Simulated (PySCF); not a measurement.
input.py for Na2

Input:

```python
from pyscf import gto, scf
from pyscf.prop.polarizability import rhf as pol

mol = gto.M(
    atom='Na 0 0 0; Na 0 0 2.835',
    basis='pcseg-2',
    charge=0,
    spin=0,
    verbose=4,
)
mf = scf.RHF(mol)
mf.kernel()
print('polarizability (a.u.)')
print(pol.Polarizability(mf).polarizability().round(4))
mf.dip_moment()
print('orbital energies (hartree):', mf.mo_energy[..., max(0, mol.nelec[1]-3):mol.nelec[0]+3].round(4))
```

```bash
$ OMP_NUM_THREADS=1 python input.py
```

It prints (some set-up lines removed):

```
PySCF version 2.14.0

[INPUT] Symbol           X                Y                Z      unit          X                Y                Z       unit  Magmom
[INPUT]  1 Na     0.000000000000   0.000000000000   0.000000000000 AA    0.000000000000   0.000000000000   0.000000000000 Bohr   0.0
[INPUT]  2 Na     0.000000000000   0.000000000000   2.835000000000 AA    0.000000000000   0.000000000000   5.357373563142 Bohr   0.0

nuclear repulsion = 22.5856940110476
number of shells = 6
number of NR pGTOs = 94
number of NR cGTOs = 38
basis = pcseg-2
ecp = {}

******** <class 'pyscf.scf.hf.RHF'> ********
method = RHF
initial guess = minao
damping factor = 0
level_shift factor = 0
DIIS = <class 'pyscf.scf.diis.CDIIS'>
SCF conv_tol = 1e-09
SCF max_cycles = 50
Initial guess from minao.
init E= -323.652739213238
  HOMO = -0.148558805015642  LUMO = -0.0158671987267978  gap/eV = 3.61072
cycle= 1 E= -323.690548079528  delta_E= -0.0378  |g|= 0.0311  |ddm|= 0.711
  HOMO = -0.172398946868445  LUMO = 0.00651106663926537  gap/eV = 4.86839
cycle= 2 E= -323.691222525856  delta_E= -0.000674  |g|= 0.0101  |ddm|= 0.0555
  HOMO = -0.170629488433367  LUMO = 0.00827097916539898  gap/eV = 4.86813
cycle= 3 E= -323.69133920461  delta_E= -0.000117  |g|= 0.00166  |ddm|= 0.0314
  HOMO = -0.170336666578765  LUMO = 0.00852390815096449  gap/eV = 4.86704
cycle= 4 E= -323.691344432075  delta_E= -5.23e-06  |g|= 0.000326  |ddm|= 0.00827
  HOMO = -0.17028744857288  LUMO = 0.00856070747382454  gap/eV = 4.86671
cycle= 5 E= -323.691344748108  delta_E= -3.16e-07  |g|= 6.1e-05  |ddm|= 0.00282
  HOMO = -0.170293832147245  LUMO = 0.00855878272192889  gap/eV = 4.86683
cycle= 6 E= -323.691344757617  delta_E= -9.51e-09  |g|= 3.84e-06  |ddm|= 0.000651
  HOMO = -0.170294578328829  LUMO = 0.00855796478557114  gap/eV = 4.86683
cycle= 7 E= -323.691344757628  delta_E= -1.19e-11  |g|= 3.68e-07  |ddm|= 2.1e-05
  HOMO = -0.170294639710214  LUMO = 0.00855791209293866  gap/eV = 4.86683
Extra cycle  E= -323.691344757628  delta_E= 5.12e-13  |g|= 1.17e-07  |ddm|= 1.7e-06
converged SCF energy = -323.691344757628
polarizability (a.u.)
Isotropic polarizability 240.787951959
Polarizability anisotropy 124.700624792
[[199.2211  -0.      -0.    ]
 [ -0.     199.2211   0.    ]
 [ -0.       0.     323.9217]]
Dipole moment(X, Y, Z, Debye): -0.00000, -0.00000,  0.00000
orbital energies (hartree): [-1.4972 -1.4969 -0.1703  0.0086  0.0452  0.0452]
```

In short: E(SCF) = -323.691345 Eh, 7 cycles, μz(SCF) = 0.00 D, α(xx, yy, zz) = 199.2, 199.2, 323.9 bohr³.

It ran on Arm Neoverse N1 (1 thread, shared host) in 1.5 s, peak memory 0.11 GiB.

Stability towards an unrestricted solution was not tested. The bond length is a typed value, not an optimised one.
